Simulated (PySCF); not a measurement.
pyrrole (C₄H₅N), SMILES c1cc[nH]c1.

Geometry: B3LYP-D3(BJ)/def2-SVP.

Two levels are set side by side: TDDFT-PBE/def2-SVPD (PySCF) and TDDFT-B3LYP/def2-SVPD (PySCF). Vertical, same geometry. The lowest singlet is HOMO→LUMO+1 100 % with PBE and HOMO→LUMO 100 % with the other functional; states are paired by order. Differences are taken from unrounded values.

```json
[
 {"quantity": "lowest singlet excitation (eV)", "TDDFT-PBE": "5.23"},
 {"quantity": "lowest triplet excitation (TDA) (eV)", "TDDFT-PBE": "4.37"},
 {"quantity": "first bright state (f over 0.05) (eV)", "TDDFT-PBE": "6.38"},
 {"quantity": "its oscillator strength", "TDDFT-PBE": "0.16"}
]
```

Q: These are the TDDFT-PBE values. What does TDDFT-B3LYP give? (The exact figures need the calculation; the answer reports its results.)

A: 
```json
[
 {"quantity": "lowest singlet excitation (eV)", "TDDFT-B3LYP": "5.46", "TDDFT-PBE minus TDDFT-B3LYP": "-0.23"},
 {"quantity": "lowest triplet excitation (TDA) (eV)", "TDDFT-B3LYP": "4.31", "TDDFT-PBE minus TDDFT-B3LYP": "0.06"},
 {"quantity": "first bright state (f over 0.05) (eV)", "TDDFT-B3LYP": "6.41", "TDDFT-PBE minus TDDFT-B3LYP": "-0.03"},
 {"quantity": "its oscillator strength", "TDDFT-B3LYP": "0.16", "TDDFT-PBE minus TDDFT-B3LYP": "-0.01"}
]
```

A lower first singlet is the usual sign of a functional without exact exchange. Differences between two approximate levels are no errors against the true value.

Rough cost on one machine, each run with all the roots and properties that it gave: TDDFT-B3LYP against TDDFT-PBE about 2 times.
